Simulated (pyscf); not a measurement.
This saddle point was located with ωB97X-D3(BJ)/def2-SVP in PySCF.

```xyz
11

Si    -2.6577     0.4830    -0.3825
O     -1.2273     0.3119     0.5465
Ge     0.6713     0.2884    -0.0256
H     -2.7794    -0.7193    -1.2396
H     -3.7645     0.5783     0.6001
H     -2.5495     1.7163    -1.2009
H      1.4447    -0.9631     0.3717
H      0.1178     0.0033    -1.4632
H      1.3617     1.6443    -0.1354
Cl     0.5036     0.8036     2.5002
H     -1.0586     0.5478     1.5314
```

Surface: singlet, charge 0. Lowest wavenumbers (cm⁻¹): 149i, 32, 76, 113, 221.

Name the species on either side of this saddle.

H₃Si–O–GeH₃ + hydrogen chloride (HCl) ⇌ silanol (HO–SiH₃) + Cl–GeH₃, a four-centre exchange read from left to right: Ge–O, Cl–H broken and H–O, Cl–Ge formed. At ωB97M-D3(BJ)/def2-TZVP it lies +0.53 eV from the left side and +0.91 eV from the right (each side as separated species at their lowest minima found). On the reactant side the descent ends in a complex (not fully relaxed), 0.25 eV under the separated species and 0.74 eV under the saddle at ωB97X-D3(BJ)/def2-TZVP. On the product side the descent ends in a complex (not fully relaxed), 0.18 eV under the separated species and 1.05 eV under the saddle at ωB97X-D3(BJ)/def2-TZVP. This is the saddle that the search found; another between the same sides may lie lower. Elements up to Kr have no core potential and no relativistic terms here.
